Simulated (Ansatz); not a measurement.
# Al2HN: the cost of one run

Program: Ansatz 0.2.0, Gaussian basis. Level of theory: cc-pVTZ, core rule «outside noble gas», up to 11 orbitals frozen. These are calculated values, not measurements.

To be run: UHF; CCSD(T) on RHF; CCSD(T) on UHF; BCCD(T) on RHF; CCSDT(Q) on RHF.

1 further run of the same task is left out (set aside as unsound or not needed). Runs told in other sessions of the task aren't counted.

**1. What is computed**

The geometry is a PBE0/def2-TZVP stationary point (not a proven minimum).

4 atoms, charge 0, spin multiplicity 1.

Atoms are counted from 1 here; the program's logs count them from 0.

Bond lengths: Al2–N3 1.637 Å, N3–H4 1.000 Å. Angles: Al2–N3–H4 180.0°.

**2. UHF**

Input file in.yaml:

```yaml
crystal:
  periodic: [false, false, false]
  atoms:
    - {symbol: Al, position_ang: [0.000000, 0.000000, -3.130600]}
    - {symbol: Al, position_ang: [0.000000, 0.000000, -0.381202]}
    - {symbol: N, position_ang: [0.000000, 0.000000, 1.255893]}
    - {symbol: H, position_ang: [0.000000, 0.000000, 2.255908]}
basis:
  gaussian: {orbitals: cc-pVTZ}
magnetization: {spin_polarized: true, initial_magnetization: 0}
hamiltonian: {xc: hf}
output: {orbitals: {seedname: orbitals}}
```

The run is started by

```
$ ansatz run in.yaml --threads 1 --pin off --events-out ev --progress --plain --max-ram 3968MiB --backend cpu
```

What time and memory should one allow on 1 thread of AMD EPYC 7R13, shared host?

About 26 s, with a peak of 0.31 GiB.
